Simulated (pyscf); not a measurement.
Optimised with ωB97X-D3(BJ)/def2-SVP in PySCF.

Problem. Estimate by transition-state theory the rate constant of `[ClH]` + `[SiH][Cl]` [singlet] -> `[Cl][Si][Cl]` [singlet] + `[H][H]` (singlet surface; Cl–H, H–Si broken, Cl–Si, H–H formed) at 1200 K, with ωB97M-D3(BJ)/def2-TZVP energies (ideal gas, 1 atm, RRHO with modes under 100 cm⁻¹ raised to 100, one conformer, R ln 2 for chiral ones without a mode under 150 cm⁻¹; no tunnelling).

Solution. The electronic barrier is 1.1 kcal/mol and the thermal terms add +40.2, so ΔG‡ = 41.3 kcal/mol. With k_BT/h = 2.50e+13 s⁻¹ and RT = 2.385 kcal/mol, and a volume of 1.64e-19 cm³ per molecule at 1 atm, k = 1.2e-13 cm³ molecule⁻¹ s⁻¹. Wigner's tunnelling factor for 962i cm⁻¹ would be 1.06. A shift of 1 kcal/mol in the barrier changes k by a factor 1.5. On the reactant side the descent ends in a complex, 7.2 kcal/mol under the separated species and 6.7 kcal/mol under the saddle at ωB97X-D3(BJ)/def2-TZVP. This is the saddle that the search found; another between the same sides may lie lower.
